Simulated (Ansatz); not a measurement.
Geometry optimisation, Ansatz 0.2.0, UKS BLYP-D4/6-31G.

Input file:

```yaml
crystal:
  periodic: [false, false, false]
  atoms:
    - { symbol: C, position_ang: [-0.8527, 0.9344, -0.2519] }
    - { symbol: S, position_ang: [0.6316, 0.7553, 0.657] }
    - { symbol: Si, position_ang: [1.3148, -1.1557, -0.0213] }
    - { symbol: H, position_ang: [-1.5422, 0.199, -0.0244] }
    - { symbol: H, position_ang: [-0.7089, 0.9708, -1.3584] }
    - { symbol: H, position_ang: [-1.3469, 1.9567, 0.0048] }
    - { symbol: H, position_ang: [2.75727, -0.98112, -0.51686] }
    - { symbol: H, position_ang: [0.50204, -1.59287, -1.09907] }
magnetization:
  spin_polarized: true
  initial_magnetization: 1
basis:
  gaussian: { orbitals: "6-31G" }
hamiltonian:
  xc: blyp
  dispersion: d4
relax:
  f_tol: 0.015
  max_steps: 40
output:
  orbitals: {}
```

Command:

```bash
$ ansatz run input.yaml --threads 1 --pin off --max-ram 2048MiB --backend cpu --events-out ev --progress --plain --runs-dir out
```

**Question.** Where does it end, and by what steps?

**Answer.** The run converged. The force dipped under the threshold on the way, but the program's further checks kept it going. Limits of this set-up: no polarisation functions. After 11 steps the energy has fallen by 0.705 eV; H8 moved furthest, 0.64 Å.

| step | energy less start (eV) | largest force component (eV/Å) | accepted |
| --- | --- | --- | --- |
| 0 | 0.0000 | 3.796 | yes |
| 1 | -0.5132 | 1.496 | yes |
| 2 | -0.6534 | 0.522 | yes |
| 3 | -0.6820 | 0.240 | yes |
| 4 | -0.6929 | 0.133 | yes |
| 5 | -0.7034 | 0.116 | yes |
| 6 | -0.6874 | 0.244 | no |
| 7 | -0.7052 | 0.021 | yes |
| 8 | -0.7053 | 0.016 | yes |
| 9 | -0.7053 | 0.024 | no |
| 10 | -0.7054 | 0.003 | yes |
| 11 | -0.7055 | 0.006 | yes |

```xyz
8
Properties=species:S:1:pos:R:3
C -1.018 1.006 -0.223
S 0.780 0.884 0.455
Si 1.313 -1.239 -0.146
H -1.670 0.330 0.345
H -1.032 0.757 -1.292
H -1.325 2.047 -0.067
H 2.833 -1.266 -0.083
H 0.875 -1.432 -1.599
```

Whether the end is a true minimum wasn't checked by a vibrational analysis.

The run took 30 s on 1 thread of Intel(R) Xeon(R) Processor @ 2.70GHz (shared host), peak memory 0.15 GiB.
